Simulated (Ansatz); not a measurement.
Input file:

```yaml
crystal:
  periodic: [false, false, false]
  atoms:
    - {symbol: C, position_ang: [0.000000, 0.000000, 1.920050]}
    - {symbol: Al, position_ang: [0.000000, 0.000000, 0.000000]}
    - {symbol: C, position_ang: [0.000000, 0.000000, -1.920050]}
basis:
  gaussian: {orbitals: cc-pVDZ}
total_charge: 1
correlation: {method: sc_nevpt2, electrons: outside_noble_gas, active_space: {window: {electrons: 2, orbitals: 2}, states: [{multiplicity: 1, weights: [1, 1]}], root: 5}}
accuracy: high
scf: {lower_state_search: off}
```

```sh
$ ansatz run in.yaml --threads 1 --pin off --events-out ev --progress --plain --max-ram 2393MiB
```

(1) One thing in this input was set wrong on purpose, beside settings that are merely unusual. What is the gravest fault, and what does the program do?

## Answers

(1) Root beyond the states. How the run ends: refused.
```
Error: the active space averages no state 5, counted from zero
```
